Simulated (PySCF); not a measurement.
Compound: N2H4.
Geometry (PBE0-D3(BJ)/def2-SVP, Å), atoms numbered from 1 in this order:
```
atom  x, y, z in Å
N1     0.552   -0.436    0.209
N2    -0.539    0.444    0.216
H3     0.233   -1.363    0.479
H4     1.002   -0.520   -0.704
H5    -0.209    1.379    0.440
H6    -1.027    0.496   -0.679
```

All values: PBE0/def2-SVPD (PySCF, non-relativistic), on one gas-phase PBE0-D3(BJ)/def2-SVP geometry that isn't relaxed in the solvent. The solvent is an IEF-PCM continuum (cavity from Bondi-type radii × 1.2), and excitations are vertical TDDFT with non-equilibrium linear response and a frozen core. Only the electrostatic response of the medium enters.

```csv
run,E − E(gas) (kJ/mol),HOMO (eV),HOMO–LUMO gap (eV),dipole (D),lowest singlet (eV),static polarisability (au)
gas,0.00,-7.19,8.14,1.89,6.56,21.6
P,-27.51,-7.26,8.54,2.51,6.92,27.5
Q,-22.29,-7.24,8.47,2.38,6.86,26.3
```

The runs were made in dimethylsulfoxide and tetrahydrofuran. Which run belongs to which solvent?

P = dimethylsulfoxide, Q = tetrahydrofuran. The dielectric constants are 7.426 (tetrahydrofuran), 46.83 (dimethylsulfoxide), and the energy falls further as ε rises. The optical constants n² used for the excitations are 1.97, 2.19 in the same order. In this model the ground state sees the solvent through ε alone.

How constant is the ratio of the lowering to (ε − 1)/(2ε + 1)?

| solvent | (ε − 1)/(2ε + 1) | E − E(gas) (kJ/mol) | ratio (kJ/mol) | polarisation term (kJ/mol) |
| --- | --- | --- | --- | --- |
| tetrahydrofuran | 0.405 | -22.29 | -55.0 | -25.65 |
| dimethylsulfoxide | 0.484 | -27.51 | -56.8 | -32.81 |

The ratio changes by +3.4 % in size from tetrahydrofuran to dimethylsulfoxide. The polarisation term is half the interaction of the solute with the induced surface charges.
